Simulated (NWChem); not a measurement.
**One shape, several levels: CHF2S (SMILES F[C](F)S)**

We compute a comparison of 5 runs (UHF/STO-3G, UHF/3-21G, UB3LYP/6-31G*, UB3LYP/6-311+G**) of CHF2S. 

The results are computed with NWChem 7.3.0.

**1. The structure to begin with**

The species is CHF2S (5 atoms), meant as a doublet with charge 0. As SMILES, `F[C](F)S`. The shape is that of a GFN2-xTB optimisation. This is one conformer, not always the lowest.

Bond lengths: F1–C2 1.342 Å, C2–F3 1.332 Å, C2–S4 1.748 Å, S4–H5 1.336 Å. Angles: F1–C2–F3 109.5°, F1–C2–S4 117.1°, F3–C2–S4 115.6°, C2–S4–H5 93.0°.

**2. Energy and gradient at UHF/STO-3G (run 1)**

Contents of chf2s.nw:

```
start chf2s
title "CHF2S"
memory total 2200 mb

geometry units angstroms noautosym nocenter noautoz
   F     1.059930    0.084330    0.946710
   C     0.237900   -0.492110    0.056920
   F    -0.201370   -1.651490    0.543360
   S    -0.976730    0.526160   -0.679570
   H    -0.119740    1.533120   -0.867410
end

basis spherical bse
   * library STO-3G
end

scf
   doublet
   uhf
   thresh 1e-08
   maxiter 80
   print medium
end

task scf gradient
```

On the command line:

```sh
nwchem chf2s.nw > chf2s.out
```

The log of the run:

```text
[...]
  functions       =    25
[...]
  wavefunction    = UHF
[...]
         Total SCF energy =   -627.188108700433
      One electron energy =  -1194.197899389453
      Two electron energy =    406.645448016627
 Nuclear repulsion energy =    160.364342672394
                       Sz =      0.5000
                 Sz(Sz+1) =      0.7500
                      S^2 =      0.7566
[...]
                         UHF ENERGY GRADIENTS
    atom               coordinates                        gradient
                 x          y          z           x          y          z
   1 F       2.002977   0.159361   1.789022   -0.014515  -0.012224  -0.013162
   2 C       0.449566  -0.929953   0.107563   -0.020084   0.006154   0.005544
   3 F      -0.380534  -3.120864   1.026802    0.011423   0.027103  -0.007478
   4 S      -1.845752   0.994298  -1.284201    0.020017  -0.022874   0.014104
   5 H      -0.226276   2.897177  -1.639167    0.003160   0.001841   0.000992
[...]
```

Run time: 1.8 s. Hardware: 1 thread of AMD EPYC 7R13 (Zen 3), shared host; peak memory 0.099 GiB.

**3. Energy and gradient at UHF/3-21G (run 2)**

Contents of run.py:

```python
from ase import Atoms
from ase.calculators.nwchem import NWChem

molecule = Atoms('FCFSH', positions=[
    [1.059930, 0.084330, 0.946710],
    [0.237900, -0.492110, 0.056920],
    [-0.201370, -1.651490, 0.543360],
    [-0.976730, 0.526160, -0.679570],
    [-0.119740, 1.533120, -0.867410],
])

calc = NWChem(
    label='run',
    theory='scf',
    memory='2200 mb',
    basis='3-21G',
    basispar='spherical bse',
    scf={'nopen': '1', 'uhf': None, 'thresh': '1e-08', 'maxiter': '80'},
)
molecule.calc = calc

forces = molecule.get_forces()
print("Total energy (eV):", round(molecule.get_potential_energy(), 6))
print("forces (eV/A):")
for s, f in zip(molecule.symbols, forces):
    print(f"{s:2s} {f[0]:10.5f} {f[1]:10.5f} {f[2]:10.5f}")
```

On the command line:

```sh
export ASE_NWCHEM_COMMAND="nwchem PREFIX.nwi > PREFIX.nwo"
python run.py
```

The log of the run:

```text
Total energy (eV): -17184.500556
forces (eV/A):
F     0.20106    0.48229    0.21294
C     1.67183   -1.30658    0.55186
F    -0.49154   -0.54410    0.02643
S    -1.42413    0.96123   -0.58652
H     0.04278    0.40711   -0.20476
```

The calculator wrote run.nwi:

```
title "run"

permanent_dir run

scratch_dir run

start run

geometry units angstrom nocenter noautosym noautoz
  F  1.0599300000000000e+00 8.4330000000000002e-02 9.4671000000000005e-01
  C  2.3790000000000000e-01 -4.9210999999999999e-01 5.6919999999999998e-02
  F  -2.0136999999999999e-01 -1.6514899999999999e+00 5.4335999999999995e-01
  S  -9.7672999999999999e-01 5.2615999999999996e-01 -6.7957000000000001e-01
  H  -1.1974000000000000e-01 1.5331200000000000e+00 -8.6741000000000001e-01
end

memory 2200 mb

basis spherical bse noprint
   * library 3-21G
end

scf
  nopen 1
  uhf
  thresh 1e-08
  maxiter 80
end

task scf gradient
```

run.nwo:

```text
Northwest Computational Chemistry Package (NWChem) 7.3.0
             --------------------------------------------------------

           Job information
           ---------------

    nwchem branch   = 7.3.0
    use scalapack   = T
    input           = run.nwi
    prefix          = run.
    data base       = run/run.db
    status          = startup
    nproc           =        1

           Memory information
           ------------------

[... 5 lines left out ...]
    hardfail = no
[... 118 lines left out ...]
 1-e energy   =   -1195.242393
[... 9 lines left out ...]
 Convergence threshold     :          1.000E-08
[... 17 lines left out ...]
      One electron energy =  -1194.406849704909
[... 9 lines left out ...]
          Final alpha eigenvalues
[... 232 lines left out ...]
                     UHF Final Beta Molecular Orbital Analysis
[... 242 lines left out ...]
                 ----------------------------------------
                 |  Time  |  1-e(secs)   |  2-e(secs)   |
                 ----------------------------------------
                 |  CPU   |       0.00   |       0.33   |
                 ----------------------------------------
                 |  WALL  |       0.00   |       0.33   |
                 ----------------------------------------

 Task  times  cpu:        1.5s     wall:        1.5s
 Total times  cpu:        1.5s     wall:        1.5s
```

Wall time 2.5 s (1 thread of AMD EPYC 7R13 (Zen 3), shared host); peak memory 0.099 GiB.

**4. Energy and forces at UB3LYP/6-31G(d) (spherical functions) (run 3)**

Contents of run.py:

```python
from ase import Atoms
from ase.calculators.nwchem import NWChem

system = Atoms('FCFSH', positions=[
    [1.059930, 0.084330, 0.946710],
    [0.237900, -0.492110, 0.056920],
    [-0.201370, -1.651490, 0.543360],
    [-0.976730, 0.526160, -0.679570],
    [-0.119740, 1.533120, -0.867410],
])

calc = NWChem(
    label='mol',
    theory='dft',
    memory='2200 mb',
    basis='6-31G*',
    basispar='spherical bse',
    dft={'xc': 'b3lyp', 'mult': '2', 'grid': 'xfine', 'convergence': 'energy 1e-08', 'iterations': '100', 'mulliken': None, 'print': 'low'},
)
system.calc = calc

forces = system.get_forces()
print("Total energy (eV):", round(system.get_potential_energy(), 6))
print("forces (eV/A):")
for s, f in zip(system.symbols, forces):
    print(f"{s:2s} {f[0]:10.5f} {f[1]:10.5f} {f[2]:10.5f}")
```

On the command line:

```sh
export ASE_NWCHEM_COMMAND="nwchem PREFIX.nwi > PREFIX.nwo"
python run.py
```

The log of the run:

```text
Total energy (eV): -17319.762133
forces (eV/A):
F    -0.04803    0.19237    0.08330
C     1.12974   -0.59958    0.22590
F    -0.35615   -0.03800   -0.07657
S    -0.92117    0.20085   -0.11241
H     0.19566    0.24436   -0.12022
```

The calculator wrote mol.nwi:

```
title "mol"

permanent_dir mol

scratch_dir mol

start mol

geometry units angstrom nocenter noautosym noautoz
  F  1.0599300000000000e+00 8.4330000000000002e-02 9.4671000000000005e-01
  C  2.3790000000000000e-01 -4.9210999999999999e-01 5.6919999999999998e-02
  F  -2.0136999999999999e-01 -1.6514899999999999e+00 5.4335999999999995e-01
  S  -9.7672999999999999e-01 5.2615999999999996e-01 -6.7957000000000001e-01
  H  -1.1974000000000000e-01 1.5331200000000000e+00 -8.6741000000000001e-01
end

memory 2200 mb

basis spherical bse noprint
   * library 6-31G*
end

dft
  xc b3lyp
  mult 2
  grid xfine
  convergence energy 1e-08
  iterations 100
  mulliken
  print low
end

task dft gradient
```

mol.nwo:

```text
Northwest Computational Chemistry Package (NWChem) 7.3.0
             --------------------------------------------------------

           Job information
           ---------------

    nwchem branch   = 7.3.0
    use scalapack   = T
    input           = mol.nwi
    prefix          = mol.
    data base       = mol/mol.db
    status          = startup
    nproc           =        1

           Memory information
           ------------------

[... 5 lines left out ...]
    hardfail = no
[... 39 lines left out ...]
            Nuclear Dipole moment (a.u.)
[... 92 lines left out ...]
         Total DFT energy =     -636.489523814234
[... 1 line left out ...]
           Coulomb energy =      454.787477817039
[... 1 line left out ...]
 Nuclear repulsion energy =      160.364342672394
[... 58 lines left out ...]
                         DFT ENERGY GRADIENTS

    atom               coordinates                        gradient
                 x          y          z           x          y          z
   1 F       2.002977   0.159361   1.789022    0.000934  -0.003741  -0.001620
   2 C       0.449566  -0.929953   0.107563   -0.021970   0.011660  -0.004393
   3 F      -0.380534  -3.120864   1.026802    0.006926   0.000739   0.001489
   4 S      -1.845752   0.994298  -1.284201    0.017914  -0.003906   0.002186
   5 H      -0.226276   2.897177  -1.639167   -0.003805  -0.004752   0.002338

 Task  times  cpu:       21.0s     wall:       21.0s
 Total times  cpu:       21.0s     wall:       21.0s
```

Run time: 22 s. Hardware: 1 thread of AMD EPYC 7R13 (Zen 3), shared host; peak memory 0.13 GiB.

Run 4 isn't shown in full; the table further down has it.

**5. Energy and forces at UB3LYP/6-311+G(d,p) (run 5)**

Contents of job.nw:

```
START job
TITLE "CHF2S"
memory total 2200 mb

GEOMETRY units angstrom noautosym nocenter noautoz
  F        1.059930       0.084330       0.946710
  C        0.237900      -0.492110       0.056920
  F       -0.201370      -1.651490       0.543360
  S       -0.976730       0.526160      -0.679570
  H       -0.119740       1.533120      -0.867410
END

BASIS spherical bse
  * library 6-311+G**
END

DFT
  xc b3lyp
  mult 2
  grid fine
  convergence energy 1e-08
  iterations 100
  mulliken
END

TASK dft gradient
```

On the command line:

```sh
nwchem job.nw > job.out
```

The log of the run:

```text
[...]
          Wavefunction type:  spin polarized.
          No. of atoms     :     5
          No. of electrons :    41
[...]
          Charge           :     0
          Spin multiplicity:     2
[...]
          AO basis - number of functions:   102
[...]
              XC Information
              --------------
                         B3LYP Method XC Potential
                     Hartree-Fock (Exact) Exchange  0.200
                        Slater Exchange Functional  0.800 local
                    Becke 1988 Exchange Functional  0.720 non-local
              Lee-Yang-Parr Correlation Functional  0.810
                  VWN I RPA Correlation Functional  0.190 local
[...]
 d= 0,ls=0.0,diis     1   -636.4677288516 -7.97D+02  1.06D-02  4.86D-01     2.0
[...]
 d= 0,ls=0.0,diis    12   -636.6130266200 -1.39D-09  1.25D-07  2.73D-10    18.9
[...]
         Total DFT energy =     -636.613026620025
      One electron energy =    -1198.812102660681
           Coulomb energy =      454.250984979746
    Exchange-Corr. energy =      -52.416251611484
 Nuclear repulsion energy =      160.364342672394
[...]
      <S2> =      0.7532 (Exact =     0.7500)
[...]
  wavefunction    = open shell
                         DFT ENERGY GRADIENTS
    atom               coordinates                        gradient
                 x          y          z           x          y          z
   1 F       2.002977   0.159361   1.789022   -0.000064  -0.002275  -0.003135
   2 C       0.449566  -0.929953   0.107563   -0.017434   0.007880  -0.000571
   3 F      -0.380534  -3.120864   1.026802    0.005449   0.000386   0.000156
   4 S      -1.845752   0.994298  -1.284201    0.016314  -0.001772   0.001823
   5 H      -0.226276   2.897177  -1.639167   -0.004265  -0.004218   0.001727
[...]
```

It took 26 s on 1 thread of AMD EPYC 7R13 (Zen 3), shared host; peak memory 0.12 GiB.

**6. The series**

```
run                                level  iteration cap  module  energy (Eh)  dipole moment (D)  HOMO energy (eV)  LUMO energy (eV)  wall time
  1                           UHF/STO-3G             80     scf  -627.188109               1.17             -6.68              7.68      1.8 s
  2                            UHF/3-21G             80     scf  -631.518753               2.02            -10.20              3.17      2.5 s
  3  UB3LYP/6-31G* (spherical functions)            100     dft  -636.489524                  –                 –                 –       22 s
  4  UB3LYP/6-31G* (Cartesian functions)            100     dft  -636.495225               1.42             -5.63             -1.66       25 s
  5                     UB3LYP/6-311+G**            100     dft  -636.613027               1.84             -6.17             -2.38       26 s
```

**7. Outcome**

```
                                 quantity          value
                      run 5: total energy  -636.61303 Eh
                     run 5: dipole moment         1.84 D
run 5: HOMO energy (highest over α and β)       -6.17 eV
 run 5: LUMO energy (lowest over α and β)       -2.38 eV
                              run 5: ⟨S²⟩          0.753
          run 5: largest force on an atom     0.984 eV/Å
```

What this shows: Over runs 1, 2, 4, 5 the dipole moment (its size) runs from 1.17 D (UHF/STO-3G) to 2.02 D (UHF/3-21G). In run 1 the basis is minimal, so the values are rough. All runs together took 78 s, the longest 26 s.
